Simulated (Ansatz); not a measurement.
One change: `COC=C(O)O` becomes `CC=C(O)O`.

Ansatz, PBE0-D4/def2-TZVP geometries, multiplicity 1. Each molecule was computed in one conformer, which needn't be the lowest.

| property | `COC=C(O)O` |
| --- | --- |
| size of the dipole moment (B3LYP/def2-TZVPP) / D | 1.05 |
| size of the dipole moment (PBE/def2-TZVPP) / D | 1.02 |
| HOMO energy (ωB97M-V/def2-TZVPP) / eV | -8.05 |
| HOMO energy (PBE/def2-TZVPP) / eV | -4.56 |
| LUMO energy (PBE0/def2-TZVPP) / eV | 1.14 |
| LUMO energy (ωB97M-V/def2-TZVPP) / eV | 2.59 |

Question: What does the change do to each property? (Best estimate.)

Answer: Computed: 
| property | `CC=C(O)O` | shift |
| --- | --- | --- |
| size of the dipole moment (B3LYP/def2-TZVPP) / D | 1.66 | 0.61 |
| size of the dipole moment (PBE/def2-TZVPP) / D | 1.62 | 0.60 |
| HOMO energy (ωB97M-V/def2-TZVPP) / eV | -8.17 | -0.12 |
| HOMO energy (PBE/def2-TZVPP) / eV | -4.72 | -0.16 |
| LUMO energy (PBE0/def2-TZVPP) / eV | 0.75 | -0.39 |
| LUMO energy (ωB97M-V/def2-TZVPP) / eV | 2.26 | -0.33 |

With PBE0 the HOMO falls by 0.13 eV and the LUMO falls by 0.39 eV, so the gap narrows by about 0.26 eV. PBE moves the HOMO by -0.16 eV and ωB97M-V by -0.12 eV. Dipoles are sizes alone; their direction can turn.

B3LYP here is the variant with VWN-RPA as its local correlation; programs differ in this.
